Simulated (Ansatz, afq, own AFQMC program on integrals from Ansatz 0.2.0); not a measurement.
## BCN, triplet in cc-pVDZ, levels against CCSDT(Q)

```xyz
3

B     0.3597    0.0000    1.1532
C    -0.5395    0.0000    0.0146
N     0.1849    0.0000   -0.9026
```

Connectivity, by distances: B–C–N.

Basis cc-pVDZ. Noble-gas cores (and the filled d shells of Ga–Kr and In–Xe) are frozen. AFQMC by an in-house program on the Cholesky factors that Ansatz 0.2.0 writes for its CCSD(T) run. ph-AFQMC/CISD is guided by a CISD state made of CCSD amplitudes; releasing the constraint for a short imaginary time cuts its bias at the price of noise, slowly where states lie close. Free projection: walkers drawn from exp(T), propagated without any constraint. Its projection time is finite, and what remains of the start isn't in its error. Error bars are statistical, one sigma.

Determinant: ROHF, the one that the program's search chose, which needn't be the lowest solution. The geometry is a point of a scan.

No full CI on the walks' own integrals is used here; CCSDT(Q) serves as the reference and is uncertain by about the last step of the cluster series.

Cautions: lower spins were not checked; higher spins were not checked; a spin-contaminated unrestricted determinant lies lower (UHF 241 meV lower, ⟨S²⟩ 2.21).

```
T1 diagnostic                               : 0.0320
weight of the determinant in the CISD state : 0.852
size of the correlated space                : 12 electrons in 39 orbitals
```

Reference: CCSDT(Q), correlation energy -9.286 eV. The released energy is read at 2.40 1/Eh (meV from the phaseless value at times in 1/Eh: 1 ± 30 at 0.24, -18 ± 27 at 0.51, -46 ± 23 at 0.99, -57 ± 26 at 1.62, -17 ± 28 at 2.40).

| level | E − E(reference) (kJ/mol) | share of correlation (%) |
| --- | --- | --- |
| HF | 896.0 | 0.00 |
| MP2 | 89.4 | 90.02 |
| CCSD | 47.2 | 94.73 |
| CCSD(T) | 6.5 | 99.28 |
| CCSDT | 4.6 | 99.49 |
| ph-AFQMC/CISD | 2.7 ± 2.7 | 99.70 |
| released AFQMC | 1.1 ± 2.7 | 99.87 |
| free AFQMC | 1.4 ± 3.1 | 99.84 |

Free projections are given only where their last times agree within the noise and don't stop above the reference; a slow remainder of the start can still hide under it. A walk keeps the symmetry of its determinant, which the program's search chose and which needn't be the lowest solution, so a lower state of the same spin and another symmetry isn't excluded. Released energies are given only where the last usable release times agree within the noise; a slower fall can still hide under it.
